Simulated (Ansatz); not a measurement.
HfO₂ (P2₁/c, No. 14) was calculated with PBEsol (PAW; Ansatz, a first-principles code).

Settings: plane-wave cutoff 500 eV, 8×8×8 k mesh, Fermi–Dirac smearing 0.05 eV, scalar-relativistic PAW data made under PBE.

Cell (relaxed at this level):

```cif
data_Hf4O8
_chemical_formula_sum 'Hf4 O8'
_space_group_name_H-M_alt 'P21/c'
_space_group_IT_number 14
_space_group_name_Hall '-P 2ybc'
_cell_length_a 5.09568
_cell_length_b 5.17652
_cell_length_c 5.27136
_cell_angle_alpha 90.000
_cell_angle_beta 99.614
_cell_angle_gamma 90.000
loop_
_atom_site_label
_atom_site_type_symbol
_atom_site_symmetry_multiplicity
_atom_site_Wyckoff_symbol
_atom_site_fract_x
_atom_site_fract_y
_atom_site_fract_z
_atom_site_occupancy
Hf1 Hf 4 e 0.27717 0.04306 0.20813 1
O1 O 4 e 0.55292 0.25817 0.02004 1
O2 O 4 e 0.07118 0.33714 0.34099 1
```

Estimate the band gap that the calculation returns.


* **band gap**: 3.97 eV (on the SCF k mesh)

Measured, for comparison: band gap 5.7 eV (temperature not stated, not corrected to a static lattice, our sources range from 5.70 to 5.84; as tabulated in Choudhary et al. (2018), arXiv:1804.01032).

Note: the relaxation could not lower the start's symmetry, so the cell can be a saddle point above a distorted one.

Spin–orbit coupling is not included.

Computed values are for the static lattice.
